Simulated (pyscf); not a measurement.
Optimised with ωB97X-D3(BJ)/def2-SVP in PySCF.

Task: PBE/def2-TZVP puts the barrier of HF + H₂N–Ge•(F)–F → F–Ge•(F)–F + NH₃ (four-centre exchange; doublet surface; F–H, Ge–N broken, F–Ge, H–N formed) at -18.4 kJ/mol and the reaction energy at -36.7 kJ/mol, from the separated reactants. What do r²SCAN/def2-TZVP, B3LYP-D3(BJ)/def2-TZVP, ωB97M-D3(BJ)/def2-TZVP give on the same structures?

Result: r²SCAN: ΔE‡ = -15.1 kJ/mol, ΔE = -38.6 kJ/mol; B3LYP-D3(BJ): ΔE‡ = -2.5 kJ/mol, ΔE = -34.6 kJ/mol; ωB97M-D3(BJ): ΔE‡ = -2.9 kJ/mol, ΔE = -38.2 kJ/mol. PBE's barrier lies under all of them, by 3.2 to 15.9 kJ/mol. Its reaction energy lies among theirs. On the reactant side the descent ends in a complex, 23.4 kJ/mol under the separated species and 20.2 kJ/mol under the saddle at ωB97X-D3(BJ)/def2-TZVP. On the product side the descent ends in an adduct with a Ge–N contact, 68.4 kJ/mol under the separated species and 99.7 kJ/mol under the saddle at ωB97X-D3(BJ)/def2-TZVP. At PBE, r²SCAN, B3LYP-D3(BJ), ωB97M-D3(BJ) the saddle lies under the separated reactants, which points to a path from their complex (located at ωB97X-D3(BJ) alone). What is counted as broken (Ge–N) persists as a longer contact in the product adduct; parting that adduct is a step of its own. This is the saddle that the search found; another between the same sides may lie lower. Elements up to Kr have no core potential and no relativistic terms here.
